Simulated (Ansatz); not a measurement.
**AlHF (quartet): wave-function methods side by side, 6-31G**

One table from this session's results is given with a row withheld; the runs are named, their logs left out.

Method: 6-31G, core rule «outside noble gas», up to 6 orbitals frozen; program: Ansatz 0.2.0, Gaussian basis.

The runs, in order: UHF; CCSD(T) on ROHF; CCSD(T) on UHF; BCCD(T) on ROHF; CISD; CCSDT(Q) on ROHF; CCSDT(Q) on UHF; CISDTQ; CCSDTQ on ROHF; CCSDTQ on UHF; Full CI.

12 further runs of the same task are left out: 10 for a known fault of the program, 2 set aside as unsound or not needed.

## The system

The geometry is a PBE0/def2-TZVP stationary point (not a proven minimum) of the parent state, kept for this charge and spin.

3 atoms, charge 0, spin multiplicity 4.

Atoms are counted from 1 here; the program's logs count them from 0.

Bond lengths: Al1–F2 1.656 Å, Al1–H3 1.607 Å. Angles: F2–Al1–H3 115.4°.

Set-up of the first run:

Input file in.yaml:

```yaml
crystal:
  periodic: [false, false, false]
  atoms:
    - {symbol: Al, position_ang: [0.000000, -0.115297, 0.645226]}
    - {symbol: F, position_ang: [0.000000, 0.098231, -0.996846]}
    - {symbol: H, position_ang: [0.000000, 1.234843, 1.517246]}
basis:
  gaussian: {orbitals: 6-31G}
magnetization: {spin_polarized: true, initial_magnetization: 3}
hamiltonian: {xc: hf}
output: {orbitals: {seedname: orbitals}}
```

Command:

```sh
$ ansatz run in.yaml --threads 1 --pin off --events-out ev --progress --plain --max-ram 4096MiB --backend cpu
```

Steps of the session up to this table: UHF; CCSD(T) on ROHF; CCSD(T) on UHF; BCCD(T) on ROHF; CISD; CCSDT(Q) on ROHF; CCSDT(Q) on UHF; CISDTQ; CCSDTQ on ROHF; CCSDTQ on UHF; Full CI.

One table of the session follows, with a row left open; its other results are not shown here.

| method | from FCI (kJ/mol) |
| --- | --- |
| ROHF | +375.7 |
| UHF | +374.5 |
| RMP2 | +13.4 |
| UMP2 | +12.7 |
| CISD | +22.0 |
| RCCSD | +7.8 |
| UCCSD | +7.8 |
| RCCSD(T) | +2.1 |
| UCCSD(T) | +2.0 |
| BCCD(T) | ? |
| RCCSDT | +0.7 |
| UCCSDT | +0.7 |
| CISDTQ | +0.7 |
| RCCSDT(Q) | 0.0 |
| UCCSDT(Q) | -0.3 |
| RCCSDTQ | 0.0 |
| UCCSDTQ | -0.1 |
| FCI | 0 |

Q: Estimate the row for BCCD(T) from the others.

As computed: from FCI (kJ/mol): +1.7. In the column «from FCI (kJ/mol)» it lies between CISDTQ (+0.7) and UCCSD(T) (+2.0).

Limits of these values: UCCSDT(Q) falls below full CI: unrestricted runs freeze a spin-polarised core, another one than full CI's, and coupled cluster isn't variational. Levels on UHF freeze UHF's core orbitals, full CI those of ROHF, so the U rows can settle a little off it for that reason alone. Restricted and unrestricted rows rest on different reference determinants; where their highest levels disagree by more than a few hundredths of an eV, they describe different states and don't form one ladder.
